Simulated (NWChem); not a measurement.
Program: NWChem. System: CS, charge 0, spin multiplicity 1, at a geometry optimised with B3LYP/def2-SVP. The structure started from a generated list of species. Level: constrained PBE0/def2-SVP.

NWChem printed:

```
             Northwest Computational Chemistry Package (NWChem) 7.3.0
             --------------------------------------------------------

                                NWChem Input Module
                                -------------------

 Scaling coordinates for geometry "geometry" by  1.889725989
 (inverse scale =  0.529177249)

                             Geometry "geometry" -> ""
                             -------------------------

 Output coordinates in angstroms (scale by  1.889725989 to convert to a.u.)

  No.       Tag          Charge          X              Y              Z
 ---- ---------------- ---------- -------------- -------------- --------------
    1 C                    6.0000     0.00000000     0.00000000     1.11921200
    2 S                   16.0000     0.00000000     0.00000000    -0.41970500

 Effective nuclear repulsion energy (a.u.)      33.0108874643

            Nuclear Dipole moment (a.u.)
            ----------------------------
        X                 Y               Z
 ---------------- ---------------- ----------------
     0.0000000000     0.0000000000    -0.0000151178


 Summary of "ao basis" -> "" (spherical)
 ------------------------------------------------------------------------------
       Tag                 Description            Shells   Functions and Types
 ---------------- ------------------------------  ------  ---------------------
 *                          def2-svp                  on all atoms

                                 NWChem DFT Module
                                 -----------------

 Summary of "ao basis" -> "ao basis" (spherical)
 ------------------------------------------------------------------------------
       Tag                 Description            Shells   Functions and Types
 ---------------- ------------------------------  ------  ---------------------
 C                          def2-svp                 6       14   3s2p1d
 S                          def2-svp                 8       18   4s3p1d

 Summary of "ao basis" -> "ao basis" (spherical)
 ------------------------------------------------------------------------------
       Tag                 Description            Shells   Functions and Types
 ---------------- ------------------------------  ------  ---------------------
 C                          def2-svp                 6       14   3s2p1d
 S                          def2-svp                 8       18   4s3p1d

            General Information
            -------------------
          SCF calculation type: DFT
          Wavefunction type:  closed shell.
          No. of atoms     :     2
          No. of electrons :    22
           Alpha electrons :    11
            Beta electrons :    11
          Charge           :     0
          Spin multiplicity:     1
          Use of symmetry is: off; symmetry adaption is: off
          Maximum number of iterations: 100
          AO basis - number of functions:    32
                     number of shells:    14
          Convergence on energy requested:  1.00D-06
          Convergence on density requested:  1.00D-05
          Convergence on gradient requested:  5.00D-04

              XC Information
              --------------
                         PBE0 Method XC Functional
                     Hartree-Fock (Exact) Exchange  0.250
          PerdewBurkeErnzerhof Exchange Functional  0.750
            Perdew 1991 LDA Correlation Functional  1.000 local
           PerdewBurkeErnz. Correlation Functional  1.000 non-local

             Grid Information
             ----------------
          Grid used for XC integration:  medium
          Radial quadrature: Mura-Knowles
          Angular quadrature: Lebedev.
          Tag              B.-S. Rad. Rad. Pts. Rad. Cut. Ang. Pts.
          ---              ---------- --------- --------- ---------
          C                   0.70       49           7.0       434
          S                   1.00       88           7.0       590
          Grid pruning is: on
          Number of quadrature shells:   137
          Spatial weights used:  Erf1

          Convergence Information
          -----------------------
          Convergence aids based upon iterative change in
[...]
     calls:        1         0         0         0         0
   data(b): 5.24e+05  0.00e+00  0.00e+00  0.00e+00
   time(s): 0.00e+00  0.00e+00  0.00e+00  0.00e+00  0.00e+00
rate(mb/s): 0.00e+00  0.00e+00
------------------------------------------------------------

   convergence    iter        energy       DeltaE   RMS-Dens  Diis-err    time
 ---------------- ----- ----------------- --------- --------- ---------  ------
 d= 0,ls=0.0,diis     1   -435.8443163558 -4.69D+02  2.00D-02  1.67D-01     0.2
 CDFT multipliers:
      1       -0.1063034104
      iter =    7
 d= 0,ls=0.0,diis     2   -435.8460901816 -1.77D-03  6.47D-03  1.58D-02     0.3
 CDFT multipliers:
      1       -0.1121562420
      iter =    6
 d= 0,ls=0.0,diis     3   -435.8482492653 -2.16D-03  1.40D-03  2.16D-03     0.3
 CDFT multipliers:
      1       -0.1136040693
      iter =    6
 d= 0,ls=0.0,diis     4   -435.8485491485 -3.00D-04  3.46D-04  4.09D-05     0.4
 CDFT multipliers:
      1       -0.1118945726
      iter =    4
 d= 0,ls=0.0,diis     5   -435.8485535283 -4.38D-06  7.80D-05  1.45D-06     0.4
 CDFT multipliers:
      1       -0.1121337309
      iter =    2
 d= 0,ls=0.0,diis     6   -435.8485536781 -1.50D-07  1.15D-05  3.13D-08     0.5
 CDFT multipliers:
      1       -0.1120790499
      iter =    2
 d= 0,ls=0.0,diis     7   -435.8485536742  3.88D-09  1.19D-06  1.06D-09     0.5
  CDFT final multipliers
      1       -0.1120861182

         Total DFT energy =     -435.848553674321
      One electron energy =     -665.845632352947
           Coulomb energy =      227.769984319948
    Exchange-Corr. energy =      -30.783793105670
 Nuclear repulsion energy =       33.010887464347

 Numeric. integr. density =       22.000000923870

     Total iterative time =      0.4s

                       DFT Final Molecular Orbital Analysis
                       ------------------------------------

 Vector    9  Occ=2.000000D+00  E=-4.405180D-01
              MO Center= -3.1D-10, -4.1D-10, -3.0D-02, r^2= 1.5D+00
   Bfn.  Coefficient  Atom+Function         Bfn.  Coefficient  Atom+Function
  ----- ------------  ---------------      ----- ------------  ---------------
    26      0.416540  2 S  py                25      0.346857  2 S  px
    23      0.311266  2 S  py                22      0.259194  2 S  px
     5      0.225353  1 C  py                 4      0.187654  1 C  px
    20      0.178012  2 S  py                19      0.148233  2 S  px
     8      0.086805  1 C  py                 7      0.072284  1 C  px

 Vector   10  Occ=2.000000D+00  E=-4.405180D-01
              MO Center=  2.6D-09, -2.1D-09, -3.0D-02, r^2= 1.5D+00
   Bfn.  Coefficient  Atom+Function         Bfn.  Coefficient  Atom+Function
  ----- ------------  ---------------      ----- ------------  ---------------
    25      0.416540  2 S  px                26     -0.346857  2 S  py
    22      0.311266  2 S  px                23     -0.259194  2 S  py
     4      0.225353  1 C  px                 5     -0.187654  1 C  py
    19      0.178012  2 S  px                20     -0.148233  2 S  py
     7      0.086805  1 C  px                 8     -0.072284  1 C  py

 Vector   11  Occ=2.000000D+00  E=-3.788603D-01
              MO Center=  3.3D-11, -2.2D-11,  1.1D+00, r^2= 1.5D+00
   Bfn.  Coefficient  Atom+Function         Bfn.  Coefficient  Atom+Function
  ----- ------------  ---------------      ----- ------------  ---------------
     6      0.478112  1 C  pz                 3      0.450019  1 C  s
     2      0.350374  1 C  s                 27     -0.282989  2 S  pz
    24     -0.275572  2 S  pz                 9      0.175735  1 C  pz
     1     -0.157711  1 C  s                 21     -0.148340  2 S  pz
    17     -0.108652  2 S  s                 18      0.071265  2 S  s

 Vector   12  Occ=0.000000D+00  E=-1.348283D-01
              MO Center=  1.5D-09, -1.5D-09,  6.1D-01, r^2= 1.9D+00
   Bfn.  Coefficient  Atom+Function         Bfn.  Coefficient  Atom+Function
  ----- ------------  ---------------      ----- ------------  ---------------
     5     -0.410293  1 C  py                 4      0.398746  1 C  px
     8     -0.377921  1 C  py                26      0.377496  2 S  py
     7      0.367285  1 C  px                25     -0.366872  2 S  px
    23      0.168873  2 S  py                22     -0.164120  2 S  px
    20      0.096993  2 S  py                19     -0.094263  2 S  px

 Vector   13  Occ=0.000000D+00  E=-1.348283D-01
              MO Center= -3.5D-11, -5.3D-11,  6.1D-01, r^2= 1.9D+00
   Bfn.  Coefficient  Atom+Function         Bfn.  Coefficient  Atom+Function
  ----- ------------  ---------------      ----- ------------  ---------------
     4      0.410293  1 C  px                 5      0.398746  1 C  py
     7      0.377921  1 C  px                25     -0.377496  2 S  px
     8      0.367285  1 C  py                26     -0.366872  2 S  py
    22     -0.168873  2 S  px                23     -0.164120  2 S  py
    19     -0.096993  2 S  px                20     -0.094263  2 S  py

 Vector   14  Occ=0.000000D+00  E= 8.205920D-02
              MO Center=  1.0D-10, -1.0D-10, -1.6D-01, r^2= 2.1D+00
   Bfn.  Coefficient  Atom+Function         Bfn.  Coefficient  Atom+Function
  ----- ------------  ---------------      ----- ------------  ---------------
    18      1.760331  2 S  s                 27      1.539906  2 S  pz
     3     -1.222930  1 C  s                  9      1.031571  1 C  pz
     2     -0.584246  1 C  s                  6      0.429268  1 C  pz
    30     -0.304400  2 S  d  0               1      0.147400  1 C  s
    24      0.103827  2 S  pz                21      0.101829  2 S  pz

     ---------------------------------------------
      Total Density - Mulliken Population Analysis
     ---------------------------------------------

    Atom       Charge   Shell Charges
 -----------   ------   -------------------------------------------------------
    1 C    6     5.51   1.99  1.17  0.49  1.43  0.39  0.03
    2 S   16    16.49   2.00  1.99  1.26  0.83  5.93  1.86  2.54  0.07

     -------------------------------------------
      Total Density - Lowdin Population Analysis
     -------------------------------------------

    Atom       Charge   Shell Charges
 -----------   ------   -------------------------------------------------------
    1 C    6     6.00   1.98  0.96  0.67  1.34  0.98  0.07
    2 S   16    16.00   2.00  1.96  0.99  0.73  5.81  1.95  2.47  0.08

 center of mass
 --------------
 x =   0.00000000 y =   0.00000000 z =   0.00050309

 moments of inertia (a.u.)
 ------------------
          73.790959332416           0.000000000000           0.000000000000
           0.000000000000          73.790959332416           0.000000000000
           0.000000000000           0.000000000000           0.000000000000

     Multipole analysis of the density
     ---------------------------------

     L   x y z        total         alpha         beta         nuclear
     -   - - -        -----         -----         ----         -------
     0   0 0 0     -0.000000    -11.000000    -11.000000     22.000000

     1   1 0 0      0.000000      0.000000      0.000000      0.000000
     1   0 1 0     -0.000000     -0.000000     -0.000000      0.000000
     1   0 0 1      0.076638      0.038327      0.038327     -0.000015

     2   2 0 0    -13.453607     -6.726803     -6.726803      0.000000
     2   1 1 0      0.000000      0.000000      0.000000      0.000000
     2   1 0 1     -0.000000     -0.000000     -0.000000      0.000000
     2   0 2 0    -13.453607     -6.726803     -6.726803      0.000000
     2   0 1 1      0.000000      0.000000      0.000000      0.000000
     2   0 0 2    -14.539565    -25.721917    -25.721917     36.904270

 Task  times  cpu:        0.5s     wall:        0.5s

 Total times  cpu:        0.6s     wall:        0.6s
```

### Question
Write an NWChem input that would produce this output.

### Answer
This is not unique; one that fits is 
```
start mol
memory heap 200 mb stack 900 mb global 1100 mb
geometry units angstroms nocenter noautoz noautosym
  C      0.000000     0.000000     1.119212
  S      0.000000     0.000000    -0.419705
end
basis spherical
  * library def2-svp
end
dft
  xc pbe0
  semidirect memsize 60000000 filesize 0
  iterations 100
  convergence nolevelshifting
  cdft 2 2 charge 0.0 pop lowdin
end
task dft energy
```
